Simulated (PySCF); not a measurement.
Gas-phase reaction: 2 SiH3Cl ⇌ Si2H5 + H + 2 Cl

Computed with PySCF and rigid-rotor harmonic-oscillator thermochemistry at 1 bar. † marks an energy on the PBE0/def2-TZVP geometry and frequencies; other levels use their own. CCSD(T) freezes the core. Open shells (unrestricted): Si2H5 (multiplicity 2), H (multiplicity 2), Cl (multiplicity 2, electronic degeneracy 6); the rest are closed-shell singlets. Spin-orbit splitting is ignored; it lowers the true energy and changes the entropy of Cl. B3LYP is the form with VWN-RPA correlation. Si2H5: computed as isolated molecules; such fragments, hydroxides, amides, oligomers or adducts are transient or little studied in the gas. CCSD(T) isn't extrapolated to the basis-set limit; its ΔH°(298 K) is 878.9 kJ in def2-SVP and 939.4 kJ in def2-TZVPP. The harmonic model lacks anharmonicity and excited electronic states, which grow with temperature; levels with a mode under 35 cm⁻¹ are left out. Internal rotation in Si2H5 is treated as a harmonic vibration of one conformer, which makes the entropy rough.

```tsv
level	ΔE electronic, kJ	ΔH°(298 K), kJ	ΔS°(298 K), J/K	ΔG°(1400 K), kJ
B3LYP/def2-TZVP†	958	936	242	571
BLYP/def2-TZVP†	945	922	242	557
CCSD(T)/def2-TZVPP†	962	939	242	575
HF/def2-TZVP†	772	749	242	385
PBE/def2-TZVP†	962	940	242	575
PBE0/def2-QZVP†	962	939	242	574
PBE0/def2-SVP†	937	914	242	550
PBE0/def2-TZVP	960	937	242	572
ωB97X-V/def2-TZVP†	989	967	242	602
```
ΔH° is lowest at HF/def2-TZVP† and highest at ωB97X-V/def2-TZVP†. No reference value is set beside these.
